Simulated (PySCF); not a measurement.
cyclopentene: 4 charge schemes on one density

Cyclopentene, C5H8.
Structure used (PBE0-D3(BJ)/def2-SVP), in Å, numbered top down from 1:
```
atom  x, y, z in Å
C1    -0.9188    0.9816   -0.1785
C2     0.3796    1.2954   -0.1333
C3     1.2462    0.0721   -0.0151
C4     0.2380   -1.0351    0.3456
C5    -1.1379   -0.5040   -0.0983
H6    -1.7324    1.7006   -0.3050
H7     0.7822    2.3082   -0.2175
H8     2.0452    0.1795    0.7369
H9     1.7574   -0.1280   -0.9758
H10    0.2342   -1.1769    1.4379
H11    0.4886   -2.0072   -0.1034
H12   -1.4368   -0.8996   -1.0874
H13   -1.9456   -0.7847    0.5975
```

Density: PBE0/pcSseg-1 (PySCF); schemes: Mulliken, IAO, Hirshfeld and ESP-fitted. Geometry: PBE0-D3(BJ)/def2-SVP, one conformer, isolated molecule.

At which atom do the 4 schemes differ most?

At C3: from -0.263 (IAO) to +0.146 e (ESP-fitted), 0.409 e apart.

Which atoms carry the highest charge in the Mulliken, IAO, Hirshfeld and ESP-fitted schemes?

The schemes don't all agree: Mulliken H9 and H12 (+0.131); IAO H6 and H7 (+0.144); Hirshfeld H6 and H7 (+0.046); ESP-fitted C3 (+0.146).

For which atoms does the sign change between the 4 schemes (beyond +0.03 e in one, beyond −0.03 e in another)?

C3 and C5.

Give the atomic charges in each scheme.

In e:

```json
{"atom": "C1", "environment": "alkene CH carbon", "Mulliken": "-0.164", "IAO": "-0.160", "Hirshfeld": "-0.054", "ESP-fitted": "-0.244"}
{"atom": "C2", "environment": "alkene CH carbon", "Mulliken": "-0.164", "IAO": "-0.160", "Hirshfeld": "-0.054", "ESP-fitted": "-0.236"}
{"atom": "C3", "environment": "allylic carbon", "Mulliken": "-0.190", "IAO": "-0.263", "Hirshfeld": "-0.071", "ESP-fitted": "+0.146"}
{"atom": "C4", "environment": "ring CH2 carbon", "Mulliken": "-0.246", "IAO": "-0.254", "Hirshfeld": "-0.065", "ESP-fitted": "-0.161"}
{"atom": "C5", "environment": "allylic carbon", "Mulliken": "-0.190", "IAO": "-0.263", "Hirshfeld": "-0.071", "ESP-fitted": "+0.121"}
{"atom": "H6", "environment": "vinylic hydrogen", "Mulliken": "+0.094", "IAO": "+0.144", "Hirshfeld": "+0.046", "ESP-fitted": "+0.133"}
{"atom": "H7", "environment": "vinylic hydrogen", "Mulliken": "+0.094", "IAO": "+0.144", "Hirshfeld": "+0.046", "ESP-fitted": "+0.129"}
{"atom": "H8", "environment": "methylene hydrogen", "Mulliken": "+0.129", "IAO": "+0.137", "Hirshfeld": "+0.038", "ESP-fitted": "-0.006"}
{"atom": "H9", "environment": "methylene hydrogen", "Mulliken": "+0.131", "IAO": "+0.134", "Hirshfeld": "+0.036", "ESP-fitted": "+0.010"}
{"atom": "H10", "environment": "methylene hydrogen", "Mulliken": "+0.125", "IAO": "+0.134", "Hirshfeld": "+0.036", "ESP-fitted": "+0.059"}
{"atom": "H11", "environment": "methylene hydrogen", "Mulliken": "+0.121", "IAO": "+0.134", "Hirshfeld": "+0.037", "ESP-fitted": "+0.029"}
{"atom": "H12", "environment": "methylene hydrogen", "Mulliken": "+0.131", "IAO": "+0.134", "Hirshfeld": "+0.036", "ESP-fitted": "+0.018"}
{"atom": "H13", "environment": "methylene hydrogen", "Mulliken": "+0.129", "IAO": "+0.137", "Hirshfeld": "+0.038", "ESP-fitted": "+0.003"}
```

Mean size of the charges over all atoms: IAO 0.169 e, Mulliken 0.147 e, ESP-fitted 0.100 e, Hirshfeld 0.048 e. Each set sums to the total charge, 0, to within 0.001 e. The IAO scheme projects the occupied orbitals on a minimal set of polarised atomic orbitals and counts the electrons in each atom's part of it.

Sum the charges by element.

| element | atoms | Mulliken | IAO | Hirshfeld | ESP-fitted |
| --- | --- | --- | --- | --- | --- |
| C | 5 | -0.954 | -1.099 | -0.314 | -0.374 |
| H | 8 | +0.954 | +1.099 | +0.313 | +0.375 |

How many electrons does the IAO scheme count on C5?

Z − q = 6 − (-0.263) = 6.263.
